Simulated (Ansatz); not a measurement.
**Molecular dynamics of C$_{2}$H$_{5}$Si**

Input file:

```yaml
crystal:
  periodic: [false, false, false]
  atoms:
    - { symbol: C, position_ang: [-0.930098, 0.702533, -0.678133] }
    - { symbol: C, position_ang: [0.18215, 0.548903, 0.067892] }
    - { symbol: Si, position_ang: [0.623024, -0.963266, 1.023184] }
    - { symbol: H, position_ang: [-1.663766, -0.103628, -0.812882] }
    - { symbol: H, position_ang: [-1.164198, 1.637335, -1.205087] }
    - { symbol: H, position_ang: [0.845614, 1.42235, 0.158691] }
    - { symbol: H, position_ang: [2.067335, -1.112693, 1.058618] }
    - { symbol: H, position_ang: [0.03995, -2.131534, 0.387727] }
magnetization:
  spin_polarized: true
  initial_magnetization: 1
basis:
  gaussian: { orbitals: STO-3G }
hamiltonian:
  xc: b3lyp
md:
  timestep: 0.5
  n_steps: 150
  ensemble: nvt_nose_hoover
  temperature: 1000.0
  initial_velocities: maxwell_boltzmann
  seed: 209180
```

Launched with:

```bash
$ ansatz run input.yaml --threads 1 --pin off --max-ram 2048MiB --backend cpu --events-out ev --progress --plain --runs-dir out
```

It starts from a relaxed structure.

Output, in part (one step line in 3, the closing report, with atoms numbered from 0):

```
md step     0: t =     0.00 fs  T =  1000.0 K  F+E_penalty+E_count = -9913.51108043 eV  E_kin = 0.775560 eV  conserved = -9912.73552044 eV  (26 SCF iters)
md step     3: t =     1.50 fs  T =   800.3 K  F+E_penalty+E_count = -9913.35324885 eV  E_kin = 0.620700 eV  conserved = -9912.73255514 eV  (31 SCF iters)
md step     6: t =     3.00 fs  T =   581.2 K  F+E_penalty+E_count = -9913.18173345 eV  E_kin = 0.450724 eV  conserved = -9912.73106541 eV  (31 SCF iters)
md step     9: t =     4.50 fs  T =   583.6 K  F+E_penalty+E_count = -9913.18579758 eV  E_kin = 0.452647 eV  conserved = -9912.73332997 eV  (31 SCF iters)
md step    12: t =     6.00 fs  T =   486.7 K  F+E_penalty+E_count = -9913.11083658 eV  E_kin = 0.377438 eV  conserved = -9912.73377804 eV  (31 SCF iters)
md step    15: t =     7.50 fs  T =   275.3 K  F+E_penalty+E_count = -9912.94352030 eV  E_kin = 0.213526 eV  conserved = -9912.73057301 eV  (31 SCF iters)
md step    18: t =     9.00 fs  T =   336.2 K  F+E_penalty+E_count = -9912.99326078 eV  E_kin = 0.260745 eV  conserved = -9912.73332523 eV  (30 SCF iters)
md step    21: t =    10.50 fs  T =   360.3 K  F+E_penalty+E_count = -9913.01141071 eV  E_kin = 0.279451 eV  conserved = -9912.73314268 eV  (30 SCF iters)
md step    24: t =    12.00 fs  T =   315.5 K  F+E_penalty+E_count = -9912.97449371 eV  E_kin = 0.244672 eV  conserved = -9912.73141747 eV  (29 SCF iters)
md step    27: t =    13.50 fs  T =   439.1 K  F+E_penalty+E_count = -9913.07101010 eV  E_kin = 0.340576 eV  conserved = -9912.73257778 eV  (29 SCF iters)
md step    30: t =    15.00 fs  T =   565.1 K  F+E_penalty+E_count = -9913.16922708 eV  E_kin = 0.438298 eV  conserved = -9912.73394190 eV  (29 SCF iters)
md step    33: t =    16.50 fs  T =   534.3 K  F+E_penalty+E_count = -9913.14180455 eV  E_kin = 0.414351 eV  conserved = -9912.73149105 eV  (29 SCF iters)
md step    36: t =    18.00 fs  T =   660.2 K  F+E_penalty+E_count = -9913.23970875 eV  E_kin = 0.512054 eV  conserved = -9912.73285627 eV  (26 SCF iters)
md step    39: t =    19.50 fs  T =   752.5 K  F+E_penalty+E_count = -9913.31174299 eV  E_kin = 0.583631 eV  conserved = -9912.73487850 eV  (28 SCF iters)
md step    42: t =    21.00 fs  T =   542.0 K  F+E_penalty+E_count = -9913.14365639 eV  E_kin = 0.420364 eV  conserved = -9912.73152407 eV  (30 SCF iters)
md step    45: t =    22.50 fs  T =   468.4 K  F+E_penalty+E_count = -9913.08529510 eV  E_kin = 0.363234 eV  conserved = -9912.73145290 eV  (31 SCF iters)
md step    48: t =    24.00 fs  T =   566.6 K  F+E_penalty+E_count = -9913.16255958 eV  E_kin = 0.439421 eV  conserved = -9912.73387414 eV  (31 SCF iters)
md step    51: t =    25.50 fs  T =   486.0 K  F+E_penalty+E_count = -9913.09786154 eV  E_kin = 0.376948 eV  conserved = -9912.73315180 eV  (31 SCF iters)
md step    54: t =    27.00 fs  T =   367.8 K  F+E_penalty+E_count = -9913.00250958 eV  E_kin = 0.285215 eV  conserved = -9912.73073505 eV  (28 SCF iters)
md step    57: t =    28.50 fs  T =   491.7 K  F+E_penalty+E_count = -9913.10059541 eV  E_kin = 0.381314 eV  conserved = -9912.73407083 eV  (32 SCF iters)
md step    60: t =    30.00 fs  T =   466.7 K  F+E_penalty+E_count = -9913.07817744 eV  E_kin = 0.361947 eV  conserved = -9912.73268866 eV  (29 SCF iters)
md step    63: t =    31.50 fs  T =   403.6 K  F+E_penalty+E_count = -9913.02679736 eV  E_kin = 0.313001 eV  conserved = -9912.73177029 eV  (29 SCF iters)
md step    66: t =    33.00 fs  T =   453.1 K  F+E_penalty+E_count = -9913.06481393 eV  E_kin = 0.351390 eV  conserved = -9912.73300928 eV  (29 SCF iters)
md step    69: t =    34.50 fs  T =   440.5 K  F+E_penalty+E_count = -9913.05351952 eV  E_kin = 0.341651 eV  conserved = -9912.73328116 eV  (30 SCF iters)
md step    72: t =    36.00 fs  T =   365.9 K  F+E_penalty+E_count = -9912.99182433 eV  E_kin = 0.283803 eV  conserved = -9912.73110435 eV  (30 SCF iters)
md step    75: t =    37.50 fs  T =   494.5 K  F+E_penalty+E_count = -9913.09197932 eV  E_kin = 0.383491 eV  conserved = -9912.73342302 eV  (31 SCF iters)
md step    78: t =    39.00 fs  T =   527.4 K  F+E_penalty+E_count = -9913.11552715 eV  E_kin = 0.409056 eV  conserved = -9912.73389599 eV  (30 SCF iters)
md step    81: t =    40.50 fs  T =   384.7 K  F+E_penalty+E_count = -9912.99979798 eV  E_kin = 0.298357 eV  conserved = -9912.73104453 eV  (32 SCF iters)
md step    84: t =    42.00 fs  T =   440.9 K  F+E_penalty+E_count = -9913.04244638 eV  E_kin = 0.341919 eV  conserved = -9912.73214492 eV  (32 SCF iters)
md step    87: t =    43.50 fs  T =   567.0 K  F+E_penalty+E_count = -9913.13890547 eV  E_kin = 0.439734 eV  conserved = -9912.73348872 eV  (32 SCF iters)
md step    90: t =    45.00 fs  T =   552.8 K  F+E_penalty+E_count = -9913.12359231 eV  E_kin = 0.428717 eV  conserved = -9912.73231261 eV  (27 SCF iters)
md step    93: t =    46.50 fs  T =   582.1 K  F+E_penalty+E_count = -9913.14239276 eV  E_kin = 0.451418 eV  conserved = -9912.73153052 eV  (31 SCF iters)
md step    96: t =    48.00 fs  T =   720.9 K  F+E_penalty+E_count = -9913.24890696 eV  E_kin = 0.559136 eV  conserved = -9912.73416910 eV  (29 SCF iters)
md step    99: t =    49.50 fs  T =   653.6 K  F+E_penalty+E_count = -9913.19058015 eV  E_kin = 0.506935 eV  conserved = -9912.73221717 eV  (30 SCF iters)
md step   102: t =    51.00 fs  T =   577.3 K  F+E_penalty+E_count = -9913.12765160 eV  E_kin = 0.447725 eV  conserved = -9912.73221715 eV  (30 SCF iters)
md step   105: t =    52.50 fs  T =   542.7 K  F+E_penalty+E_count = -9913.09784574 eV  E_kin = 0.420904 eV  conserved = -9912.73276225 eV  (30 SCF iters)
md step   108: t =    54.00 fs  T =   451.8 K  F+E_penalty+E_count = -9913.02399925 eV  E_kin = 0.350427 eV  conserved = -9912.73265375 eV  (28 SCF iters)
md step   111: t =    55.50 fs  T =   361.8 K  F+E_penalty+E_count = -9912.94993508 eV  E_kin = 0.280584 eV  conserved = -9912.73109494 eV  (31 SCF iters)
md step   114: t =    57.00 fs  T =   440.7 K  F+E_penalty+E_count = -9913.01082598 eV  E_kin = 0.341761 eV  conserved = -9912.73355383 eV  (30 SCF iters)
md step   117: t =    58.50 fs  T =   401.4 K  F+E_penalty+E_count = -9912.97621444 eV  E_kin = 0.311337 eV  conserved = -9912.73251399 eV  (31 SCF iters)
md step   120: t =    60.00 fs  T =   357.6 K  F+E_penalty+E_count = -9912.93815854 eV  E_kin = 0.277318 eV  conserved = -9912.73117434 eV  (26 SCF iters)
md step   123: t =    61.50 fs  T =   493.3 K  F+E_penalty+E_count = -9913.04192051 eV  E_kin = 0.382615 eV  conserved = -9912.73287930 eV  (30 SCF iters)
md step   126: t =    63.00 fs  T =   560.1 K  F+E_penalty+E_count = -9913.08962037 eV  E_kin = 0.434386 eV  conserved = -9912.73305710 eV  (31 SCF iters)
md step   129: t =    64.50 fs  T =   531.9 K  F+E_penalty+E_count = -9913.06152037 eV  E_kin = 0.412491 eV  conserved = -9912.73125492 eV  (31 SCF iters)
md step   132: t =    66.00 fs  T =   661.1 K  F+E_penalty+E_count = -9913.15799652 eV  E_kin = 0.512722 eV  conserved = -9912.73230186 eV  (30 SCF iters)
md step   135: t =    67.50 fs  T =   795.3 K  F+E_penalty+E_count = -9913.25744836 eV  E_kin = 0.616822 eV  conserved = -9912.73393577 eV  (30 SCF iters)
md step   138: t =    69.00 fs  T =   739.9 K  F+E_penalty+E_count = -9913.20553829 eV  E_kin = 0.573844 eV  conserved = -9912.73156588 eV  (31 SCF iters)
md step   141: t =    70.50 fs  T =   742.2 K  F+E_penalty+E_count = -9913.20234828 eV  E_kin = 0.575649 eV  conserved = -9912.73296019 eV  (30 SCF iters)
md step   144: t =    72.00 fs  T =   671.2 K  F+E_penalty+E_count = -9913.14054684 eV  E_kin = 0.520586 eV  conserved = -9912.73248566 eV  (31 SCF iters)
md step   147: t =    73.50 fs  T =   556.8 K  F+E_penalty+E_count = -9913.04547911 eV  E_kin = 0.431842 eV  conserved = -9912.73159947 eV  (31 SCF iters)
md step   150: t =    75.00 fs  T =   550.6 K  F+E_penalty+E_count = -9913.03584120 eV  E_kin = 0.426994 eV  conserved = -9912.73172253 eV  (26 SCF iters)
Total energy: -9913.03600837 eV, -364.2973540103 hartree
Atom 0 at    -0.983194     0.788642    -0.696969 Å, force    -0.672838    -3.214166    -0.932799 eV/Å
Atom 1 at     0.118889     0.515602     0.029407 Å, force    -0.036178    -1.257166     1.199949 eV/Å
Atom 2 at     0.669004    -0.991137     1.059691 Å, force    -1.322476     1.227374    -0.739220 eV/Å
Atom 3 at    -1.751885     0.028282    -1.081899 Å, force     1.080671     0.787405     1.300690 eV/Å
Atom 4 at    -1.043542     1.656523    -1.301566 Å, force    -0.078899     1.925790    -0.502635 eV/Å
Atom 5 at     0.781465     1.340047     0.157137 Å, force     0.939626     1.436173     0.028819 eV/Å
Atom 6 at     2.100688    -1.135490     1.231399 Å, force     0.141249     0.219163    -0.242090 eV/Å
Atom 7 at     0.143592    -2.030233     0.247864 Å, force    -0.051155    -1.124574    -0.112713 eV/Å
Dipole moment:     0.068195    -0.038859     0.166675 e Å
```

All steps were run. The conserved energy stayed within 0.62 meV per atom of its start (net change 0.47 meV per atom), so the integration is sound. The mean temperature of the second half is 45 % below the set value. A run of 0.075 ps of so small a system gives no equilibrium averages. Limits of this set-up: minimal basis.

The same pairs are bonded in the first frame and the last. Pairs count as bonded within 1.25 times the sum of covalent radii (0.12 Å more for H–H).

Last frame:

```xyz
8
Properties=species:S:1:pos:R:3
C -0.983 0.789 -0.697
C 0.119 0.516 0.029
Si 0.669 -0.991 1.060
H -1.752 0.028 -1.082
H -1.044 1.657 -1.302
H 0.781 1.340 0.157
H 2.101 -1.135 1.231
H 0.144 -2.030 0.248
```

The run took 3.4 min on 1 thread of Arm Neoverse V2, with other jobs on the host, peak memory 0.094 GiB.
